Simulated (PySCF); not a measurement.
tert-butyl methyl sulfide, C5H12S.
Bonds: C1–S2, S2–C3, C3–C4, C3–C5, C3–C6. Hydrogens: H7, H8, H9 on C1; H10, H11, H12 on C4; H13, H14, H15 on C5; H16, H17, H18 on C6.

Method: PBE0-D3(BJ)/def2-SVP geometry optimisation, gas phase in PySCF 2.14.0; density fitting, grid level 2; the optimiser is geomeTRIC in internal coordinates, started from a GFN2-xTB structure.

Step 0: E = -16199.3472 eV
```
atom  x, y, z in Å  |  force x, y, z in eV/Å
C1      2.4064    0.2044    0.3142   -0.877   0.097   0.298
S2      0.8916    0.5388    1.2559   -0.071   0.011   0.044
C3     -0.4694    0.0383    0.0934    0.263   0.034   0.062
C4     -0.3552   -1.4438   -0.2349   -0.047   0.453   0.139
C5     -1.7527    0.3140    0.8709    0.565  -0.031  -0.114
C6     -0.4178    0.8925   -1.1655   -0.030  -0.235   0.411
H7      2.4758   -0.8518    0.0730    0.178  -0.435  -0.167
H8      2.4341    0.8136   -0.5840    0.165   0.209  -0.423
H9      3.2248    0.4834    0.9702    0.376   0.103   0.235
H10    -1.2246   -1.7615   -0.8085   -0.350  -0.173  -0.297
H11     0.5325   -1.6501   -0.8289    0.343  -0.136  -0.234
H12    -0.3094   -2.0324    0.6787    0.017  -0.258   0.330
H13    -2.6206    0.0509    0.2695   -0.351  -0.113  -0.258
H14    -1.7720   -0.2694    1.7883   -0.075  -0.249   0.397
H15    -1.8159    1.3667    1.1355   -0.093   0.449   0.119
H16     0.4714    0.6768   -1.7537    0.341  -0.047  -0.271
H17    -0.4188    1.9492   -0.9073   -0.001   0.414   0.062
H18    -1.2891    0.6867   -1.7853   -0.353  -0.095  -0.332
```

Task: Estimate the geometry and energy of step 1. (The exact step hangs on the optimiser's Hessian estimate; all steps are aligned on step 0, rigid shifts and turns removed.)

Result: E = -16199.3991 eV, largest force 0.108 eV/Å
```
atom  x, y, z in Å  |  force x, y, z in eV/Å
C1      2.3833    0.2044    0.3142    0.106   0.010   0.023
S2      0.8884    0.5396    1.2607   -0.004  -0.007  -0.020
C3     -0.4580    0.0417    0.1012   -0.037   0.002   0.012
C4     -0.3590   -1.4408   -0.2348    0.024  -0.073  -0.004
C5     -1.7362    0.3207    0.8872   -0.087  -0.001   0.000
C6     -0.4211    0.8900   -1.1635    0.021   0.052  -0.053
H7      2.4914   -0.8616    0.0597   -0.009   0.036   0.011
H8      2.4491    0.8133   -0.6010   -0.008  -0.019   0.032
H9      3.2207    0.4849    0.9721   -0.037  -0.021  -0.051
H10    -1.2147   -1.7508   -0.8593    0.018   0.024   0.014
H11     0.5574   -1.6693   -0.8015   -0.024   0.000   0.016
H12    -0.3580   -2.0515    0.6805   -0.004   0.006  -0.015
H13    -2.6153    0.0541    0.2764    0.029   0.013   0.032
H14    -1.7716   -0.2706    1.8155    0.010   0.003  -0.018
H15    -1.8156    1.3857    1.1558    0.010  -0.014  -0.011
H16     0.4943    0.7087   -1.7484   -0.024   0.010   0.012
H17    -0.4656    1.9618   -0.9185   -0.002  -0.015  -0.007
H18    -1.2783    0.6459   -1.8147    0.019  -0.008   0.027
```

The energy changes by -0.0519 eV. The first-order estimate −F·Δx gives -0.1092 eV and the mean of the old and new forces, exact on a quadratic surface, -0.0508 eV. The step makes an angle of 67° with the force vector and moves no atom by more than 0.053 Å.

What follows is the cost of the whole optimisation. Hardware: Arm Neoverse V1, one thread, no GPU, shared host with 32 logical CPUs at a one-minute load of 22. Cost: 44 s of wall time, 0.73 GiB resident at most.
